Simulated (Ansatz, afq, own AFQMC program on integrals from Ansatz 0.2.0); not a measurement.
Breaking Al2–S3 in AlH2S2Cl, singlet

```xyz
6

S    -0.4136    1.7515   -1.1990
Al    0.0040   -0.0182   -0.0100
S     1.2046    0.1797    1.7897
Cl   -0.7432   -1.8954   -0.5927
H    -1.1366    1.0587   -2.1077
H     1.1269   -1.1402    2.0735
```

Products: AlHSCl (doublet; SH–Al–Cl) and HS (doublet), each relaxed with PBE0/def2-SVP like the molecule; electronic energies without zero-point terms. Determinants: RHF, UHF and UHF in that order.

Basis def2-TZVP. Only valence electrons are correlated. Integrals, coupled cluster, full CI and functionals: Ansatz 0.2.0; the random walks run on the same integrals in our own AFQMC program. The CISD trial takes its coefficients from CCSD amplitudes. Released means that phaseless walkers are propagated on without the constraint, phases kept. Uncertainties: one standard error, sampling alone. The errors of all members are added in quadrature.

No full CI on the walks' own integrals is used here. The released AFQMC energy serves as the reference, which it does only where one determinant dominates, the energy is flat over the last release times and near the phaseless one (40 meV or 2 meV an electron, half that with transition metals). On small molecules, where full CI could be run and the noise was under 10 meV, such values lay within 10 meV of it in 19 cases of 20, a flattering rate, since the rule was set on those same cases; what remains of the bias isn't in the error bar. Each member takes its own surest rung, up to full CI.

The best estimate is CCSD(T) at the basis-set limit (CBS: def2-TZVPP and def2-QZVPP, with their diffuse functions for anions and beside diffuse sets, CCSD(T) itself extrapolated) plus the step from CCSD(T) to AFQMC with the constraint released in def2-TZVP. Rows without CBS are in def2-TZVP; B2PLYP and the wave-function rows carry a basis error of their own. Core correlation and relativity beyond core potentials are missing, and ± holds the sampling alone.

Cautions: AlH₂S₂Cl (singlet): the released value is read at 0.90 1/Eh with a noise of 17 meV, more than in the cases checked (meV from the phaseless value at times in 1/Eh: 16 ± 13 at 0.21, 6 ± 12 at 0.42, -9 ± 11 at 0.63, 19 ± 17 at 0.90); AlHSCl (doublet): the released value is read at 1.50 1/Eh with a noise of 11 meV, more than in the cases checked (meV from the phaseless value at times in 1/Eh: -9 ± 8 at 0.24, -8 ± 6 at 0.51, -4 ± 7 at 0.99, -8 ± 11 at 1.50).

```
 level  bond energy (kJ/mol)
   PBE                 384.2
 B3LYP                 372.0
r2SCAN                 387.6
```

**Question.** From these cheaper values, estimate the bond energy at the level of the best estimate.

**Answer.** 405.6 ± 1.9 kJ/mol (best estimate, highest rung released AFQMC).

```
         level  bond energy (kJ/mol)  error against the best estimate (kJ/mol)
            HF                 292.7                              -112.9 ± 1.9
           MP2                 405.9                                 0.2 ± 1.9
          CCSD                 382.7                               -23.0 ± 1.9
       CCSD(T)                 391.4                               -14.2 ± 1.9
 ph-AFQMC/CISD           393.3 ± 1.3                               -12.3 ± 2.3
released AFQMC           389.8 ± 1.9                                     -15.8
        HF/CBS                 290.9                              -114.8 ± 1.9
       MP2/CBS                 421.6                                15.9 ± 1.9
   CCSD(T)/CBS                 407.1                                 1.5 ± 1.9
          PBE0                 385.7                               -19.9 ± 1.9
       wB97M-V                 408.7                                 3.1 ± 1.9
        B2PLYP                 385.7                               -19.9 ± 1.9
```

Correlation beyond CCSD(T) changes it by less than twice the noise. Going to the basis-set limit adds 15.6 kJ/mol at CCSD(T). The perturbative (T) step is worth +8.8 kJ/mol. The functionals spread over 36.7 kJ/mol; wB97M-V comes nearest and B3LYP is 33.6 kJ/mol too low.

Best estimates are given only where the step beyond CCSD(T) is under 0.3 eV and no member's determinant is very poor (T1 over 0.05, or 0.07 for open shells, ⟨S²⟩ too high by 0.3, two states mixed), so the hardest cases are missing from such tables.

The functionals ran in a triple-zeta set and keep a basis error of their own, a few kJ/mol for each bond in atomization energies and more for double hybrids, so close places among them and the extrapolated levels can swap.

Each member of a difference takes its own highest rung, so a best estimate needn't equal the limit plus the step of one row. Released energies are given only where the last usable release times agree within the noise; a slower fall can still hide under it.
